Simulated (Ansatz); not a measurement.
Ansatz (a program for electronic structure) input (B3LYP-D3(BJ)/def2-TZVP):

Ansatz 0.2 input:
```yaml
crystal:
  periodic: [false, false, false]
  atoms:
    - {symbol: C, position_ang: [0.00783130, -0.01787378, 0.51792669]}
    - {symbol: F, position_ang: [-0.00934627, 1.26031763, -0.12999268]}
    - {symbol: F, position_ang: [1.12082031, -0.64028920, -0.13548631]}
    - {symbol: F, position_ang: [-1.09015972, -0.66878589, -0.13359727]}
basis:
  gaussian:
    orbitals: def2-TZVP
hamiltonian:
  xc: b3lyp
  dispersion: d3bj
total_charge: -1
relax: {f_tol: 0.002, max_steps: 150}
```

Output:

```
Functional definition: B3LYP
integrals: 0.03 GiB planned
648 factors; their error is unknown
mean field: 0.35 GiB planned
mean field evaluation 1: about -9190.4941 eV, gradient 2.1e1 eV
mean field evaluation 2: about -9190.8075 eV, gradient 1.7e1 eV
mean field evaluation 4: about -9191.2042 eV, gradient 1.3e0 eV
mean field evaluation 8: about -9191.2338 eV, gradient 2.3e-2 eV
mean field -9191.23384790 eV, -337.7716138683 hartree, gradient 2.0e-5 eV, S^2 0.000000; 0 other end points of the search recorded, 0 dependent functions left out
the calculation of the forces begins
reference -9191.23399757 eV, -337.7716193686 hartree; 17, 17 occupied and 107, 107 virtual orbitals, 648 factors
relax step   1: F+E_penalty+E_count = -9191.28951313 eV  Δ(F+E_penalty+E_count) = +0.000e0 eV  max|allowed force component| = 8.352e-1 eV/Å  Δτ_max = 0.0000 Å  (24 SCF iters, accepted)
these checks for a lower state are left out or cut short: starts, cluster_reference, orbital_swaps, neighbouring_geometries, increment
integrals: 0.03 GiB planned
648 factors; their error is unknown
mean field: 0.35 GiB planned
mean field evaluation 16: about -9191.1894 eV, gradient 2.9e0 eV
mean field -9191.24255516 eV, -337.7719338540 hartree, gradient 1.7e-5 eV, S^2 0.000000; 0 other end points of the search recorded, 0 dependent functions left out
the calculation of the forces begins
reference -9191.24270505 eV, -337.7719393624 hartree; 17, 17 occupied and 107, 107 virtual orbitals, 648 factors
relax step   2: F+E_penalty+E_count = -9191.29833444 eV  Δ(F+E_penalty+E_count) = -8.821e-3 eV  max|allowed force component| = 3.016e-1 eV/Å  Δτ_max = 0.0293 Å  (28 SCF iters, accepted)
these checks for a lower state are left out or cut short: starts, cluster_reference, orbital_swaps, neighbouring_geometries, increment
integrals: 0.03 GiB planned
648 factors; their error is unknown
mean field: 0.35 GiB planned
mean field -9191.24643007 eV, -337.7720762544 hartree, gradient 1.8e-5 eV, S^2 0.000000; 0 other end points of the search recorded, 0 dependent functions left out
the calculation of the forces begins
reference -9191.24657987 eV, -337.7720817595 hartree; 17, 17 occupied and 107, 107 virtual orbitals, 648 factors
relax step   3: F+E_penalty+E_count = -9191.30216493 eV  Δ(F+E_penalty+E_count) = -3.830e-3 eV  max|allowed force component| = 4.623e-2 eV/Å  Δτ_max = 0.0093 Å  (29 SCF iters, accepted)
these checks for a lower state are left out or cut short: starts, cluster_reference, orbital_swaps, neighbouring_geometries, increment
integrals: 0.03 GiB planned
648 factors; their error is unknown
mean field: 0.35 GiB planned
mean field evaluation 32: about -9191.2465 eV, gradient 3.0e-1 eV
mean field -9191.24653580 eV, -337.7720801399 hartree, gradient 1.8e-5 eV, S^2 0.000000; 0 other end points of the search recorded, 0 dependent functions left out
the calculation of the forces begins
reference -9191.24668560 eV, -337.7720856450 hartree; 17, 17 occupied and 107, 107 virtual orbitals, 648 factors
relax step   4: F+E_penalty+E_count = -9191.30226484 eV  Δ(F+E_penalty+E_count) = -9.991e-5 eV  max|allowed force component| = 2.113e-2 eV/Å  Δτ_max = 0.0009 Å  (32 SCF iters, accepted)
these checks for a lower state are left out or cut short: starts, cluster_reference, orbital_swaps, neighbouring_geometries, increment
integrals: 0.03 GiB planned
648 factors; their error is unknown
mean field: 0.35 GiB planned
mean field -9191.24656693 eV, -337.7720812838 hartree, gradient 1.8e-5 eV, S^2 0.000000; 0 other end points of the search recorded, 0 dependent functions left out
the calculation of the forces begins
reference -9191.24671672 eV, -337.7720867888 hartree; 17, 17 occupied and 107, 107 virtual orbitals, 648 factors
relax step   5: F+E_penalty+E_count = -9191.30229076 eV  Δ(F+E_penalty+E_count) = -2.592e-5 eV  max|allowed force component| = 2.812e-4 eV/Å  Δτ_max = 0.0008 Å  (32 SCF iters, accepted)
integrals: 0.03 GiB planned
648 factors; their error is unknown
mean field: 0.35 GiB planned
mean field evaluation 64: about -9191.2466 eV, gradient 1.5e-5 eV
mean field -9191.24656693 eV, -337.7720812838 hartree, gradient 1.8e-5 eV, S^2 0.000000; 1 other end points of the search recorded, 0 dependent functions left out
the calculation of the forces begins
reference -9191.24671672 eV, -337.7720867888 hartree; 17, 17 occupied and 107, 107 virtual orbitals, 648 factors
Total energy: -9191.30244056 eV, -337.7741346021 hartree
Atom 0 at     0.007761    -0.017874     0.538431 Å, force    -0.000281     0.000218     0.000074 eV/Å
Atom 1 at    -0.009211     1.252032    -0.136829 Å, force     0.000006    -0.000070     0.000054 eV/Å
Atom 2 at     1.113658    -0.636233    -0.142342 Å, force     0.000265    -0.000148    -0.000150 eV/Å
Atom 3 at    -1.083062    -0.664555    -0.140409 Å, force     0.000011     0.000001     0.000022 eV/Å
Dipole moment:    -0.000229     0.000651    -0.281894 e Å
```

It need not be the lowest isomer of its formula. Whether it binds its extra electron was not tested at this geometry.
